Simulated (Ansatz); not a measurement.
**SiH2, singlet in cc-pVDZ: errors against full CI**

Geometry: a point of a bend scan, not a stationary point.

```xyz
3

Si    0.0000    0.0000    0.0000
H     0.0000    0.0000   -1.5255
H     0.0000    0.0000    1.5255
```

Basis cc-pVDZ; Ansatz 0.2.0. Correlated methods freeze the noble-gas cores, which leaves 6 electrons in 23 orbitals. R marks a restricted (for open shells ROHF) determinant, U an unrestricted one. Active spaces: pair = (2e, 2o) about the gap; valence = (6e, 6o) chosen from the atoms' valence shells.

Full CI is exact within this basis and frozen core; it isn't the basis-set limit. The frozen core follows each run's orbitals, which can shift R against U totals by a few meV.

The determinant fills πx and πy unequally, so it is a mixture of Σ and Δ, which weighs on every level built on one determinant.

```
UHF ⟨S²⟩                          : 1.012
T1 diagnostic (RCCSD)             : 0.0119
largest doubles amplitude (RCCSD) : 0.376
```

```csv
level,E − E(full CI) (meV),share of correlation (%),wall time
RHF,3739,0.00,–
UHF†,2553,–,–
RMP2,1192,68.11,–
UMP2†,279,–,–
CISD,549,85.32,0.18 s
RCCSD,321,91.41,–
UCCSD*†,-633,–,–
RCCSD(T),160,95.73,0.36 s
UCCSD(T)*†,-830,–,0.81 s
BCCD(T),161,95.70,0.3 s
RCCSDT*,17,99.55,–
UCCSDT*†,-1038,–,–
RCCSDT(Q)*,-7,100.20,0.66 s
UCCSDT(Q)*†,-1043,–,2.5 s
RCCSDTQ*,0,100.00,4.2 s
CASSCF (valence space),2273,39.21,–
NEVPT2 (valence space),626,83.26,0.27 s
MRCISD (valence space),99,97.34,–
MRCISD+Q (valence space),-34,100.91,0.57 s
```

An asterisk marks runs whose energy the program itself flagged as in doubt. A dagger marks rows that describe another state than the reference (another or a broken symmetry, a higher spin or other natural occupations), so the difference isn't the method's error.

The correlation energy at full CI, counted from RHF, is -3.739 eV. That run took 2.1 s on 1 thread of Intel Xeon 6975P-C, shared host over 394,809 determinants.

Run but not shown, since their state or frozen core can't be matched to the reference's or they repeat it: CASSCF (pair space), NEVPT2 (pair space), MRCISD (pair space), MRCISD+Q (pair space).

Times hold each run's SCF and search for its determinant on a shared host, so for small cases they say little of a method's own cost; they ran on 1 thread of Intel Xeon 6975P-C.

More than 5 meV below full CI, which no variational method can be: RCCSDT(Q), MRCISD+Q (valence space).

Unrestricted levels hold only the spin's projection, and here they fall towards a lower state of higher spin.

The full-CI state has the irrep Ag of D2h, in the program's axes (one component, if the state is degenerate).

Natural occupations of full CI about the gap: 1.952 1.930 0.981 0.962 0.069 0.018 0.016 0.014 0.013 0.013; effectively unpaired electrons, Σ n²(2−n)², 2.05. No single determinant describes this state well, so single-reference rows can miss without a flag.
